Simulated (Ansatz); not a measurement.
bcc Mo was calculated with r²SCAN0 (plane waves, PAW; Ansatz, a program for electronic structure).

Run with plane-wave cutoff 520 eV, 14×14×14 k mesh, Fermi–Dirac smearing 0.05 eV, no spin polarisation, scalar-relativistic PAW data made under PBE.

Cell (relaxed at this level):

```
Mo
1.0
   -1.56728     1.56728     1.56728
    1.56728    -1.56728     1.56728
    1.56728     1.56728    -1.56728
Mo
1
Direct
  0.00000   0.00000   0.00000
```

Question: Predict the bulk modulus B0.

Answer: 
- bulk modulus B0: 300 GPa

Measured, for comparison: bulk modulus 265 GPa (zero-point energy and finite temperature contributions removed, our sources range from 265 to 278; as tabulated in doi:10.1021/acs.jctc.3c00612). Computed (rounded) less measured: bulk modulus +13 % (+8 % to +13 % over the range).

Cost on a shared machine: about 30 core-minutes (a rough figure).
